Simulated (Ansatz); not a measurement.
in.yaml

```yaml
crystal:
  periodic: [false, false, false]
  atoms:
    - {symbol: Si, position_ang: [0.000000, 0.000000, -3.595200]}
    - {symbol: C, position_ang: [0.000000, 0.000000, 0.954800]}
    - {symbol: Si, position_ang: [0.000000, 0.000000, 2.640400]}
basis:
  gaussian: {orbitals: cc-pVDZ}
correlation: {method: fic_mrcisd_q, electrons: outside_noble_gas, active_space: {window: {electrons: 2, orbitals: 2}}}
```

```sh
$ ansatz run in.yaml --threads 1 --pin off --events-out ev --progress --plain --max-ram 2816MiB --backend cpu
```

Output:

```
503 factors; integrals over basis functions are off by at most 9.5e-4 eV
mean field evaluation 1: about -16722.3710 eV, gradient 4.8e1 eV
mean field evaluation 2: about -16722.5877 eV, gradient 4.8e1 eV
mean field evaluation 4: about -16731.4150 eV, gradient 2.3e1 eV
mean field evaluation 8: about -16731.4151 eV, gradient 2.3e1 eV
mean field evaluation 16: about -16743.2662 eV, gradient 9.0e-3 eV
mean field evaluation 32: about -16743.8866 eV, gradient 5.8e-1 eV
mean field evaluation 64: about -16743.2613 eV, gradient 1.1e0 eV
mean field evaluation 96: about -16744.0754 eV, gradient 6.9e-5 eV
mean field evaluation 128: about -16744.0754 eV, gradient 1.1e-6 eV
mean field evaluation 160: about -16744.0714 eV, gradient 1.5e-1 eV
...
contracted CI cycle   7: correlation -6.14718873 eV, -0.2259050192 hartree, residual 1.03e-1 eV
contracted CI cycle   8: correlation -6.14751009 eV, -0.2259168288 hartree, residual 6.26e-2 eV
contracted CI cycle   9: correlation -6.14762910 eV, -0.2259212025 hartree, residual 3.70e-2 eV
contracted CI cycle  10: correlation -6.14766791 eV, -0.2259226285 hartree, residual 1.78e-2 eV
contracted CI cycle  11: correlation -6.14767668 eV, -0.2259229508 hartree, residual 8.71e-3 eV
contracted CI cycle  12: correlation -6.14767845 eV, -0.2259230159 hartree, residual 5.32e-3 eV
contracted CI cycle  13: correlation -6.14767924 eV, -0.2259230451 hartree, residual 3.24e-3 eV
contracted CI cycle  14: correlation -6.14767963 eV, -0.2259230592 hartree, residual 2.16e-3 eV
contracted CI cycle  15: correlation -6.14767981 eV, -0.2259230659 hartree, residual 1.28e-3 eV
contracted CI cycle  16: correlation -6.14767985 eV, -0.2259230676 hartree, residual 6.41e-4 eV
state -16744.66444040 eV, -615.3550682437 hartree; corrected -16751.87536837 eV, -615.6200649588 hartree
state -16744.60111263 eV, -615.3527409907 hartree; corrected -16752.09591714 eV, -615.6281699766 hartree
the orbitals are reached from a further start. From the first start the search ends at -16744.74300110 eV, -615.3579552960 hartree
WARN: the results are in doubt because another end's mean lies 0.142 eV lower, and its corrected mean 0.235 eV higher
Total energy: -16752.09591714 eV, -615.6281699766 hartree
In doubt: another end's mean lies 0.142 eV lower, and its corrected mean 0.235 eV higher
```

Ran on 1 thread of AMD EPYC 7R13, shared host: 10 s wall, 0.19 GiB peak host memory.
